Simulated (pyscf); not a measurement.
Thermochemistry of product channels of H₂C=CH–CH=CH₂ (SMILES C=CC=C) + HBr (SMILES Br) on the singlet surface, in kcal/mol, from ωB97M-D3(BJ)/def2-TZVP energies (ideal gas, 1 atm, RRHO with modes under 100 cm⁻¹ raised to 100, one conformer, R ln 2 for rigid chiral ones). PySCF, gas phase, ωB97X-D3(BJ)/def2-SVP geometries.

```json
[
 {"products": "H₃C–Br (SMILES CBr) + :HC–CH=CH₂ (SMILES [CH]C=C) [singlet]", "ΔE": "+78.2", "ΔH(298 K)": "+77.9", "ΔG(298 K)": "+75.4", "ΔG(600 K)": "+73.1"},
 {"products": "CH₂ (SMILES [CH2]) [singlet] + H₂C=CH–CH₂–Br (SMILES C=CCBr)", "ΔE": "+96.5", "ΔH(298 K)": "+94.7", "ΔG(298 K)": "+93.2", "ΔG(600 K)": "+91.5"},
 {"products": "H₂C=CH–CH(CH₃)–Br (SMILES C=CC(C)Br)", "ΔE": "-19.3", "ΔH(298 K)": "-15.4", "ΔG(298 K)": "-5.4", "ΔG(600 K)": "+4.8"}
]
```

The channel to H₂C=CH–CH(CH₃)–Br turns unfavourable between 298 and 1200 K (ΔG from -5.4 kcal/mol to +24.9 kcal/mol).

These are energies of the channels, which say nothing of barriers. :HC–CH=CH₂ [singlet] lies 61.9 kcal/mol over its isomer H₂C=C=CH₂, and others may lie lower still (electronic energy, ωB97M-D3(BJ)). :HC–CH=CH₂ [singlet] is an excited spin state, 8.8 kcal/mol over the triplet at ωB97X-D3(BJ). CH₂ [singlet] is an excited spin state, 8.9 kcal/mol over the triplet at ωB97X-D3(BJ). 2 of the closed-shell references are unstable towards spin polarisation; treat their single-reference values with care. Elements up to Kr have no core potential and no relativistic terms here.
